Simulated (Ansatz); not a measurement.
This geometry of CH5OS (8 atoms, charge 1, multiplicity 1) is a first-order saddle point.

These are results of RKS PBE-D4/def2-SVP in Ansatz 0.2.0, not measurements.

```xyz
8
Properties=species:S:1:pos:R:3
C -0.742 0.788 -0.394
S 0.138 0.423 1.102
O 1.271 -0.976 0.487
H -1.440 -0.008 -0.724
H -0.101 1.198 -1.200
H -1.371 1.641 -0.025
H 0.989 -1.346 -0.387
H 1.256 -1.719 1.141
```

**Question.** Which two structures does it join? (They come from a converged band through this point; their orientation in space is the band's.)

**Answer.** No bond is made or broken. The dihedral C1–S2–O3–H8 goes from 119 to -69°.

Image 0:

```xyz
8
Properties=species:S:1:pos:R:3
C -0.752 0.869 -0.432
S -0.064 0.191 1.057
O 0.983 -1.165 0.302
H -1.433 0.176 -0.961
H -0.001 1.351 -1.088
H -1.380 1.683 0.016
H 0.702 -2.064 0.607
H 1.945 -1.043 0.498
```

Image 10:

```xyz
8
Properties=species:S:1:pos:R:3
C -0.699 0.809 -0.402
S -0.097 0.244 1.175
O 1.006 -1.151 0.698
H -1.354 0.083 -0.924
H 0.078 1.258 -1.050
H -1.356 1.647 -0.049
H 1.842 -0.926 0.221
H 0.579 -1.963 0.331
```

**Question.** How far does it lie above each of them?

**Answer.** 4.9 kcal/mol above the first and 2.9 kcal/mol above the second. This is the barrier of this one path; another mechanism may lie lower. Limits of this set-up: the dipole of an ion depends on the origin.

The run took 3.6 min on 1 CPU thread of a shared host.
